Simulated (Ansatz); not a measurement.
Geometry optimisation, UKS PBE0-D4/def2-SVP (Ansatz 0.2.0).

Input file:

```yaml
crystal:
  periodic: [false, false, false]
  atoms:
    - { symbol: B, position_ang: [0.0, 0.0, 0.0] }
    - { symbol: F, position_ang: [0.0, 0.0, 1.57] }
    - { symbol: H, position_ang: [1.0305, 0.0, -0.595] }
    - { symbol: H, position_ang: [-1.0305, 0.0, -0.595] }
    - { symbol: F, position_ang: [0.0, 0.0, 3.01] }
magnetization:
  spin_polarized: true
  initial_magnetization: 1
basis:
  gaussian: { orbitals: def2-SVP }
hamiltonian:
  xc: pbe0
  dispersion: d4
relax:
  f_tol: 0.15
  max_steps: 25
  restrain:
    - { distance: [1, 4], at: 1.14, k: 30.0 }
    - { distance: [0, 1], at: 2.52, k: 30.0 }
```

Run as:

```bash
$ ansatz run input.yaml --threads 1 --pin off --max-ram 2048MiB --backend cpu --events-out ev --progress --plain --runs-dir out
```

Where does it end, and by what steps?

It converged. The restraints hold the end off the free minimum; the threshold counts their pulls, which the force column leaves out. Restrained pairs: F2–F5 (1.44 → 1.31 Å), B1–F2 (1.57 → 2.52 Å). After 5 steps the energy has risen by 2.352 eV (the restraints' own energy left out); F2 moved furthest, 0.56 Å. The start is strongly strained (largest force component 17 eV/Å), so its close contacts needn't be bonds.

| step | energy less start (eV) | largest force component (eV/Å) | accepted |
| --- | --- | --- | --- |
| 0 | 0.0000 | 16.692 | yes |
| 1 | 0.7995 | 10.662 | yes |
| 2 | 1.9288 | 5.436 | yes |
| 3 | 2.8720 | 9.509 | yes |
| 4 | 2.3291 | 4.966 | yes |
| 5 | 2.3518 | 5.129 | yes |

```xyz
5
Properties=species:S:1:pos:R:3
B 0.000 0.000 -0.398
F 0.000 0.000 2.125
H 1.100 0.000 -0.887
H -1.100 0.000 -0.887
F 0.000 0.000 3.436
```

Time of the run: 9.9 s on 1 thread of Arm Neoverse V2, on a shared host, peak memory 0.12 GiB.
